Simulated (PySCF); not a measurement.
# Unknown: peak-picked proton spectrum

Formula C6H10. The spectrum was simulated from the full spin Hamiltonian at 400 MHz with 1.0 Hz Lorentzian lines, from shifts rounded to 0.01 ppm and J to 0.1 Hz, couplings under 1 Hz left out.

Maxima in ppm (height), grouped by integral:
2H: 5.913 (2), 5.909 (2), 5.884 (46), 5.880 (77), 5.876 (46), 5.858 (2), 5.851 (2), 5.847 (2)
4H: 2.025 (3), 2.009 (20), 1.999 (40), 1.997 (40), 1.992 (62), 1.988 (61), 1.982 (44), 1.976 (29), 1.972 (21), 1.965 (7), 1.950 (2), 1.946 (2)
4H: 1.508 (2), 1.502 (3), 1.497 (4), 1.487 (39), 1.479 (46), 1.477 (49), 1.470 (100), 1.462 (47), 1.460 (44), 1.452 (34), 1.437 (3)

[PySCF 2.14.0 with density-fitted response routines: J couplings at B3LYP/pcJ-1 (without the spin–dipole term); PBE0-D3(BJ)/def2-SVP structure; σ from GIAO-PBE0/pcSseg-1; non-relativistic Hamiltonian; no solvent; one conformer; averaged over atoms made equivalent by symmetry, fast rotation or ring inversion]

Chemical shifts δ = σref − σ; ¹H (σref 31.27) against TMS, all at this level.

(1) Analyse the multiplets.

(2) What is the compound?

Answers

(1) ¹H NMR (400 MHz, computed): δ 5.88 (m, 2H), 1.99 (m, 4H), 1.47 (m, 4H). These are first-order names from the parameters used; overlap and second-order distortion can hide them in the list.

(2) cyclohexene.

Atom-mapped SMILES (the numbers label the heavy atoms): `[CH:1]1=[CH:2][CH2:3][CH2:4][CH2:5][CH2:6]1`. Each H is labelled by its parent atom.

- δ 5.88: H(C1)/H(C2), hydrogen on an alkene CH, coupled to H(C3)/H(C6) (4.5 Hz), H(C3)/H(C6) (3.0 Hz).
- δ 1.99: H(C3)/H(C6), hydrogen on an allylic sp3 CH2, coupled to H(C4)/H(C5) (7.3 Hz), H(C4)/H(C5) (6.5 Hz), H(C1)/H(C2) (4.5 Hz), H(C1)/H(C2) (3.0 Hz).
- δ 1.47: H(C4)/H(C5), hydrogen on an sp3 CH2 in a ring, coupled to H(C3)/H(C6) (7.3 Hz), H(C3)/H(C6) (6.5 Hz).

The shifts were computed for this structure.

Splittings below 1 Hz are ignored in the labels, and close J values are merged. Couplings among chemically equivalent protons are left out too, so labels in AA′BB′ or AA′XX′ sets are apparent multiplicities. Unscaled 3J(H,H) at this level run about 10 % above measured values.
